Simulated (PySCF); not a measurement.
Isomers C₃H₅N₃:

A. 2-methyl-1,2,3-triazole (SMILES Cn1nccn1)
B. 1-methyl-1,2,4-triazole (Cn1cncn1)
C. `c1n(C)cnn1`

Spectrum 1. $^{1}$H NMR (300 MHz, computed): δ 7.62 (s, 2H), 4.28 (s, 3H). $^{13}$C{$^{1}$H} NMR (computed): δ 138.4 (CH), 41.6 (CH3).

Spectrum 2. $^{1}$H NMR (300 MHz, computed): δ 7.83 (s, 2H), 3.82 (s, 3H). $^{13}$C{$^{1}$H} NMR (computed): δ 146.2 (CH), 31.0 (CH3).

Spectrum 3. $^{1}$H NMR (300 MHz, computed): δ 7.89 (m, 1H), 7.87 (m, 1H), 4.06 (s, 3H). $^{13}$C{$^{1}$H} NMR (computed): δ 155.5 (CH), 147.4 (CH), 36.4 (CH3).

Theoretical values (PySCF 2.14.0 with density-fitted response routines): NMR shieldings at PBE0/pcSseg-1/GIAO, GFN2-xTB geometry, J: B3LYP/pcJ-1 (spin–dipole term left out of most H,H and C,H couplings). Isolated molecule, non-relativistic Hamiltonian, one averaged value for each set of equivalent atoms, one conformer.

Chemical shifts δ = σref − σ; TMS for $^{1}$H (31.72 ppm), $^{13}$C (186.93 ppm), all at this level. Multiplet labels drop J under 1 Hz and among equivalent protons, and merge close values. Unscaled 3J(H,H) run several per cent high. Where no couplings were computed, multiplicities follow the n + 1 count of equivalent neighbours, and m marks all less simple cases (inequivalent or close neighbours, rings, F or P nearby). Shifts are as computed. Against solution values, carbons near 30 ppm lie about +3 ppm off and those near 130 ppm about +5 ppm. Of 1211 compounds with measured shifts, 218 miss one by over three times the rms of a fit or turn the order of signals round; such compounds aren't used in these exercises.

**Question.** Match each spectrum to its structure.

**Answer.** 1–A, 2–C, 3–B.

- Spectrum 1 (A): 2 $^{13}$C signals; δC 41.6 is a methyl carbon bonded to N; δH 7.62 is the hydrogen on an aromatic CH next to a ring nitrogen.
- Spectrum 2 (C): 2 $^{13}$C signals; δC 31.0 is a methyl carbon bonded to N; δH 7.83 is the hydrogen on an aromatic CH between two ring heteroatoms.
- Spectrum 3 (B): 3 $^{13}$C signals; δC 36.4 is a methyl carbon bonded to N; δH 7.89 is the hydrogen on an aromatic CH between two ring heteroatoms.
